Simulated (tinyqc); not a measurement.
Worked calculation: coupled-perturbed Hartree-Fock on RHF in the sto-3g basis, for H2O, spin multiplicity 1. One step of it, computed by the program tinyqc.

Problem. Iteration 1: building the Fock matrix. J_ij = sum D_kl (ij|kl), K_ij = sum D_kl (ik|jl); F = H + J - 0.5 K; E = tr D H + tr D J / 2 - 0.25 tr D K + E_nn.

D at the start, order 1O 1s, 1O 2s, 1O 2px, 1O 2py, 1O 2pz, 2H 1s, 3H 1s:
$$\begin{pmatrix}
2.143071 & -0.484384 & 0.000000 & 0.000000 & 0.018848 & -0.017960 & -0.017960 \\
-0.484384 & 2.075417 & 0.000000 & 0.000000 & -0.099357 & 0.033158 & 0.033158 \\
0.000000 & 0.000000 & 1.308431 & 0.000000 & 0.000000 & 0.000000 & 0.000000 \\
0.000000 & 0.000000 & 0.000000 & 1.142117 & 0.000000 & 0.119142 & -0.119142 \\
0.018848 & -0.099357 & 0.000000 & 0.000000 & 1.230712 & 0.051715 & 0.051715 \\
-0.017960 & 0.033158 & 0.000000 & 0.119142 & 0.051715 & 1.005923 & 0.080750 \\
-0.017960 & 0.033158 & 0.000000 & -0.119142 & 0.051715 & 0.080750 & 1.005923
\end{pmatrix}$$

core Hamiltonian H = T + V (hartree), order 1O 1s, 1O 2s, 1O 2px, 1O 2py, 1O 2pz, 2H 1s, 3H 1s:
$$\begin{pmatrix}
-32.792477 & -7.629743 & 0.000000 & 0.000000 & -0.021336 & -2.011075 & -2.011075 \\
-7.629743 & -9.398668 & 0.000000 & 0.000000 & -0.244784 & -4.129619 & -4.129619 \\
0.000000 & 0.000000 & -7.509626 & 0.000000 & 0.000000 & 0.000000 & 0.000000 \\
0.000000 & 0.000000 & 0.000000 & -7.690659 & 0.000000 & -2.183419 & 2.183419 \\
-0.021336 & -0.244784 & 0.000000 & 0.000000 & -7.614807 & -1.749646 & -1.749646 \\
-2.011075 & -4.129619 & 0.000000 & -2.183419 & -1.749646 & -5.328428 & -1.878679 \\
-2.011075 & -4.129619 & 0.000000 & 2.183419 & -1.749646 & -1.878679 & -5.328428
\end{pmatrix}$$

Two-electron integrals (ij|kl) in chemists' order, unique and non-zero (hartree):
```
(11|11) 4.785065    (21|11) 0.741380    (21|21) 0.136873    (22|11) 1.118947
(22|21) 0.256633    (22|22) 0.817206    (31|31) 0.024477    (32|31) 0.037809
(32|32) 0.180518    (33|11) 1.115814    (33|21) 0.256684    (33|22) 0.817023
(33|33) 0.880159    (41|41) 0.024477    (42|41) 0.037809    (42|42) 0.180518
(43|43) 0.047444    (44|11) 1.115814    (44|21) 0.256684    (44|22) 0.817023
(44|33) 0.785270    (44|44) 0.880159    (51|51) 0.024477    (52|51) 0.037809
(52|52) 0.180518    (53|53) 0.047444    (54|54) 0.047444    (55|11) 1.115814
(55|21) 0.256684    (55|22) 0.817023    (55|33) 0.785270    (55|44) 0.785270
(55|55) 0.880159    (61|11) 0.197446    (61|21) 0.036107    (61|22) 0.067141
(61|33) 0.067017    (61|41) 0.001307    (61|42) 0.002433    (61|44) 0.067257
(61|51) 0.000996    (61|52) 0.001855    (61|54) 0.000183    (61|55) 0.067157
(61|61) 0.009646    (62|11) 0.445620    (62|21) 0.103332    (62|22) 0.360277
(62|33) 0.354470    (62|41) 0.006099    (62|42) 0.045147    (62|44) 0.365281
(62|51) 0.004649    (62|52) 0.034413    (62|54) 0.008241    (62|55) 0.360751
(62|61) 0.027711    (62|62) 0.191085    (63|31) 0.011225    (63|32) 0.063820
(63|43) 0.009554    (63|53) 0.007282    (63|63) 0.028374    (64|11) 0.243093
(64|21) 0.057142    (64|22) 0.212869    (64|33) 0.203053    (64|41) 0.014214
(64|42) 0.089388    (64|44) 0.228555    (64|51) 0.002278    (64|52) 0.019489
(64|54) 0.012156    (64|55) 0.206768    (64|61) 0.016052    (64|62) 0.137159
(64|64) 0.125808    (65|11) 0.185295    (65|21) 0.043556    (65|22) 0.162257
(65|33) 0.154775    (65|41) 0.002278    (65|42) 0.019489    (65|44) 0.159648
(65|51) 0.012962    (65|52) 0.078675    (65|54) 0.013269    (65|55) 0.172171
(65|61) 0.012236    (65|62) 0.104547    (65|64) 0.074267    (65|65) 0.084984
(66|11) 0.560730    (66|21) 0.132125    (66|22) 0.524624    (66|33) 0.503250
(66|41) 0.010785    (66|42) 0.107120    (66|44) 0.543419    (66|51) 0.008221
(66|52) 0.081651    (66|54) 0.030618    (66|55) 0.526588    (66|61) 0.035811
(66|62) 0.338760    (66|64) 0.278089    (66|65) 0.211970    (66|66) 0.774606
(71|11) 0.197446    (71|21) 0.036107    (71|22) 0.067141    (71|33) 0.067017
(71|41) -0.001307   (71|42) -0.002433   (71|44) 0.067257    (71|51) 0.000996
(71|52) 0.001855    (71|54) -0.000183   (71|55) 0.067157    (71|61) 0.009499
(71|62) 0.026852    (71|64) 0.014120    (71|65) 0.011860    (71|66) 0.034230
(71|71) 0.009646    (72|11) 0.445620    (72|21) 0.103332    (72|22) 0.360277
(72|33) 0.354470    (72|41) -0.006099   (72|42) -0.045147   (72|44) 0.365281
(72|51) 0.004649    (72|52) 0.034413    (72|54) -0.008241   (72|55) 0.360751
(72|61) 0.026852    (72|62) 0.157964    (72|64) 0.077458    (72|65) 0.084095
(72|66) 0.234006    (72|71) 0.027711    (72|72) 0.191085    (73|31) 0.011225
(73|32) 0.063820    (73|43) -0.009554   (73|53) 0.007282    (73|63) 0.022776
(73|73) 0.028374    (74|11) -0.243093   (74|21) -0.057142   (74|22) -0.212869
(74|33) -0.203053   (74|41) 0.014214    (74|42) 0.089388    (74|44) -0.228555
(74|51) -0.002278   (74|52) -0.019489   (74|54) 0.012156    (74|55) -0.206768
(74|61) -0.014120   (74|62) -0.077458   (74|64) -0.015529   (74|65) -0.040213
(74|66) -0.099271   (74|71) -0.016052   (74|72) -0.137159   (74|74) 0.125808
(75|11) 0.185295    (75|21) 0.043556    (75|22) 0.162257    (75|33) 0.154775
(75|41) -0.002278   (75|42) -0.019489   (75|44) 0.159648    (75|51) 0.012962
(75|52) 0.078675    (75|54) -0.013269   (75|55) 0.172171    (75|61) 0.011860
(75|62) 0.084095    (75|64) 0.040213    (75|65) 0.066865    (75|66) 0.137166
(75|71) 0.012236    (75|72) 0.104547    (75|74) -0.074267   (75|75) 0.084984
(76|11) 0.188715    (76|21) 0.044117    (76|22) 0.165477    (76|33) 0.161819
(76|44) 0.165061    (76|51) 0.003199    (76|52) 0.027507    (76|55) 0.169380
(76|61) 0.011711    (76|62) 0.086280    (76|64) 0.053120    (76|65) 0.053072
(76|66) 0.155136    (76|71) 0.011711    (76|72) 0.086280    (76|74) -0.053120
(76|75) 0.053072    (76|76) 0.046365    (77|11) 0.560730    (77|21) 0.132125
(77|22) 0.524624    (77|33) 0.503250    (77|41) -0.010785   (77|42) -0.107120
(77|44) 0.543419    (77|51) 0.008221    (77|52) 0.081651    (77|54) -0.030618
(77|55) 0.526588    (77|61) 0.034230    (77|62) 0.234006    (77|64) 0.099271
(77|65) 0.137166    (77|66) 0.360812    (77|71) 0.035811    (77|72) 0.338760
(77|74) -0.278089   (77|75) 0.211970    (77|76) 0.155136    (77|77) 0.774606
```

nuclear repulsion = 9.78782788 hartree

Give: Coulomb J; exchange K; Fock matrix F; total energy of this density.

Solution.

Coulomb J (hartree), order 1O 1s, 1O 2s, 1O 2px, 1O 2py, 1O 2pz, 2H 1s, 3H 1s:
$$\begin{pmatrix}
17.3241 & 3.2541 & 0.0000 & 0.0000 & 0.0148 & 0.8593 & 0.8593 \\
3.2541 & 8.1132 & 0.0000 & 0.0000 & 0.1643 & 3.6029 & 3.6029 \\
0.0000 & 0.0000 & 8.0628 & 0.0000 & 0.0000 & 0.0000 & 0.0000 \\
0.0000 & 0.0000 & 0.0000 & 8.1429 & 0.0000 & 2.1316 & -2.1316 \\
0.0148 & 0.1643 & 0.0000 & 0.0000 & 8.1098 & 1.6877 & 1.6877 \\
0.8593 & 3.6029 & 0.0000 & 2.1316 & 1.6877 & 5.4025 & 1.6750 \\
0.8593 & 3.6029 & 0.0000 & -2.1316 & 1.6877 & 1.6750 & 5.4025
\end{pmatrix}$$

exchange K (hartree), order 1O 1s, 1O 2s, 1O 2px, 1O 2py, 1O 2pz, 2H 1s, 3H 1s:
$$\begin{pmatrix}
9.9231 & 1.7091 & 0.0000 & 0.0000 & 0.0240 & 0.4986 & 0.4986 \\
1.7091 & 2.8842 & 0.0000 & 0.0000 & 0.1937 & 1.5253 & 1.5253 \\
0.0000 & 0.0000 & 1.7292 & 0.0000 & 0.0000 & 0.0000 & 0.0000 \\
0.0000 & 0.0000 & 0.0000 & 1.8891 & 0.0000 & 0.6727 & -0.6727 \\
0.0240 & 0.1937 & 0.0000 & 0.0000 & 1.8232 & 0.6063 & 0.6063 \\
0.4986 & 1.5253 & 0.0000 & 0.6727 & 0.6063 & 1.6139 & 0.7735 \\
0.4986 & 1.5253 & 0.0000 & -0.6727 & 0.6063 & 0.7735 & 1.6139
\end{pmatrix}$$

Fock matrix F (hartree), order 1O 1s, 1O 2s, 1O 2px, 1O 2py, 1O 2pz, 2H 1s, 3H 1s:
$$\begin{pmatrix}
-20.4299 & -5.2302 & 0.0000 & 0.0000 & -0.0185 & -1.4011 & -1.4011 \\
-5.2302 & -2.7275 & 0.0000 & 0.0000 & -0.1774 & -1.2894 & -1.2894 \\
0.0000 & 0.0000 & -0.3114 & 0.0000 & 0.0000 & 0.0000 & 0.0000 \\
0.0000 & 0.0000 & 0.0000 & -0.4923 & 0.0000 & -0.3881 & 0.3881 \\
-0.0185 & -0.1774 & 0.0000 & 0.0000 & -0.4166 & -0.3652 & -0.3652 \\
-1.4011 & -1.2894 & 0.0000 & -0.3881 & -0.3652 & -0.7329 & -0.5905 \\
-1.4011 & -1.2894 & 0.0000 & 0.3881 & -0.3652 & -0.5905 & -0.7329
\end{pmatrix}$$

total energy of this density = -75.651665 hartree

This density is the starting one; it is not idempotent, so its energy is not variational and may lie below the converged one.
